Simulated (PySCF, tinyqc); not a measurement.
Inside a calculation. Method: CIS on RHF in the sto-3g basis, frozen core, for LiH, spin multiplicity 1. The lowest restricted solution is unstable here: a spin-polarised one lies 0.0214 hartree lower (PySCF). One step of it, computed by the program tinyqc.

Problem. CIS matrix, triplets. A(ia,jb) = (e_a - e_i) d_ij d_ab - (ij|ab).

orbital energies (hartree): MO1 -2.374509, MO2 -0.214650, MO3 0.066482, MO4 0.157296, MO5 0.157296, MO6 0.329140

Two-electron integrals over orbitals (pq|rs), unique and non-zero (hartree); the lowest 1 orbital is frozen and left out:
```
(22|22) 0.433144    (32|22) -0.067499   (32|32) 0.029692    (33|22) 0.212461
(33|32) 0.017539    (33|33) 0.320215    (42|42) 0.020844    (43|42) 0.021340
(43|43) 0.041357    (44|22) 0.233545    (44|32) 0.019646    (44|33) 0.277029
(44|44) 0.312946    (52|52) 0.020844    (53|52) 0.021340    (53|53) 0.041357
(54|54) 0.016869    (55|22) 0.233545    (55|32) 0.019646    (55|33) 0.277029
(55|44) 0.279207    (55|55) 0.312946    (62|22) 0.102851    (62|32) -0.052868
(62|33) -0.015869   (62|44) -0.043540   (62|55) -0.043540   (62|62) 0.132248
(63|22) -0.064659   (63|32) 0.025008    (63|33) 0.037226    (63|44) 0.012116
(63|55) 0.012116    (63|62) -0.044743   (63|63) 0.037513    (64|42) -0.017390
(64|43) -0.010539   (64|64) 0.018367    (65|52) -0.017390   (65|53) -0.010539
(65|65) 0.018367    (66|22) 0.401149    (66|32) -0.051349   (66|33) 0.240117
(66|44) 0.253459    (66|55) 0.253459    (66|62) 0.079215    (66|63) -0.047428
(66|66) 0.392923
```

Give: CIS matrix A, triplet.

Solution.

CIS matrix A, triplet (hartree), order 2>3, 2>4, 2>5, 2>6:
$$\begin{pmatrix}
0.0687 & 0.0000 & 0.0000 & 0.0647 \\
0.0000 & 0.1384 & 0.0000 & 0.0000 \\
0.0000 & 0.0000 & 0.1384 & 0.0000 \\
0.0647 & 0.0000 & 0.0000 & 0.1426
\end{pmatrix}$$
